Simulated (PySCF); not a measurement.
A geometry optimisation, step by step.

Compound: C₃H₃ (charge +1).
Bonds: C1–C2 (double), C2–C3, C1–C3. Hydrogens: H4 on C1; H5 on C2; H6 on C3.
Bond orders are those of one Lewis drawing.

Method: PySCF, PBE0-D3(BJ)/def2-SVP geometry optimisation, gas phase; density fitting, grid level 1; the optimiser is geomeTRIC in internal coordinates, started from a GFN2-xTB structure. The frame can shift and turn from step to step; on so coarse a grid that alone can change the energy by a few meV, and forces under 0.02 eV/Å are noise.

Step 0: E = -3143.0338 eV, largest atomic force 1.942 eV/Å
```
atom  x, y, z in Å  |  force x, y, z in eV/Å
C1     -0.561   -0.562   -0.013    1.371   1.367   0.035
C2     -0.206    0.768    0.009    0.508  -1.874  -0.021
C3      0.769   -0.205    0.007   -1.874   0.504  -0.014
H4     -1.319   -1.322   -0.032   -0.567  -0.567  -0.014
H5     -0.485    1.805    0.019   -0.207   0.774   0.009
H6      1.806   -0.482    0.015    0.769  -0.205   0.006
```

Step 1: E = -3143.0337 eV, largest atomic force 0.656 eV/Å
```
atom  x, y, z in Å  |  force x, y, z in eV/Å
C1     -0.368   -0.696   -0.012   -0.628   0.174  -0.007
C2     -0.418    0.667    0.004    0.457   0.461   0.011
C3      0.787    0.030    0.010    0.169  -0.634  -0.004
H4     -0.963   -1.617   -0.029    0.283  -0.045   0.004
H5     -0.919    1.643    0.010   -0.180  -0.223  -0.005
H6      1.883   -0.025    0.022   -0.101   0.267   0.002
```

Step 2: E = -3143.0574 eV, largest atomic force 0.391 eV/Å
```
atom  x, y, z in Å  |  force x, y, z in eV/Å
C1     -0.379   -0.690   -0.012   -0.327   0.213  -0.003
C2     -0.407    0.674    0.004    0.349   0.176   0.007
C3      0.788    0.017    0.010   -0.021  -0.390  -0.004
H4     -0.957   -1.619   -0.030    0.140  -0.084   0.001
H5     -0.923    1.639    0.010   -0.143  -0.078  -0.003
H6      1.881   -0.020    0.022    0.003   0.163   0.002
```

Step 3: E = -3143.0718 eV, largest atomic force under 0.02 eV/Å
```
atom  x, y, z in Å  |  force x, y, z in eV/Å
C1     -0.397   -0.679   -0.012   -0.003  -0.002  -0.001
C2     -0.389    0.684    0.004   -0.002   0.004   0.000
C3      0.788   -0.004    0.010    0.004  -0.001   0.001
H4     -0.949   -1.623   -0.030   -0.006  -0.011   0.000
H5     -0.931    1.635    0.010   -0.005   0.009   0.000
H6      1.881   -0.011    0.022    0.013   0.000   0.000
```

Step 4: E = -3143.0719 eV, largest atomic force under 0.02 eV/Å
```
atom  x, y, z in Å  |  force x, y, z in eV/Å
C1     -0.397   -0.679   -0.012    0.000   0.000  -0.001
C2     -0.389    0.685    0.004    0.000   0.000   0.000
C3      0.788   -0.004    0.010    0.000   0.000   0.001
H4     -0.949   -1.623   -0.030    0.000   0.000   0.000
H5     -0.931    1.635    0.010    0.000   0.001   0.000
H6      1.882   -0.011    0.022    0.000   0.000   0.000
```

Task: Summarise the path.

Result: The energy falls by 0.88 kcal/mol from step 0 to step 4; nine tenths of that is first reached at step 3. It never rises by more than 0.2 meV. The largest force goes from 1.942 to under 0.02 eV/Å. Among the bonds C2–H5 changes most (a near tie, within 0.001 Å, with another), from 1.073 to 1.094 Å; the atoms move by 0.011 Å rms after alignment.

Task: Follow the energy, the force and the coordinates that change most from start to end.

Result: 
```json
{"step": "0", "E above end (kcal/mol)": "0.88", "largest force (eV/Å)": "1.942", "C2–H5 (Å)": "1.073", "C1–H4 (Å)": "1.073", "C3–H6 (Å)": "1.073"}
{"step": "1", "E above end (kcal/mol)": "0.88", "largest force (eV/Å)": "0.656", "C2–H5 (Å)": "1.097", "C1–H4 (Å)": "1.097", "C3–H6 (Å)": "1.097"}
{"step": "2", "E above end (kcal/mol)": "0.33", "largest force (eV/Å)": "0.391", "C2–H5 (Å)": "1.094", "C1–H4 (Å)": "1.094", "C3–H6 (Å)": "1.094"}
{"step": "3", "E above end (kcal/mol)": "0.00", "largest force (eV/Å)": "under 0.02", "C2–H5 (Å)": "1.094", "C1–H4 (Å)": "1.094", "C3–H6 (Å)": "1.094"}
{"step": "4", "E above end (kcal/mol)": "0.00", "largest force (eV/Å)": "under 0.02", "C2–H5 (Å)": "1.094", "C1–H4 (Å)": "1.094", "C3–H6 (Å)": "1.094"}
```

What follows is the cost of the whole optimisation. Time: 5.5 s of wall time; peak memory 0.29 GiB. Hardware: an Arm Neoverse N1 with one thread, no GPU, on a shared host.
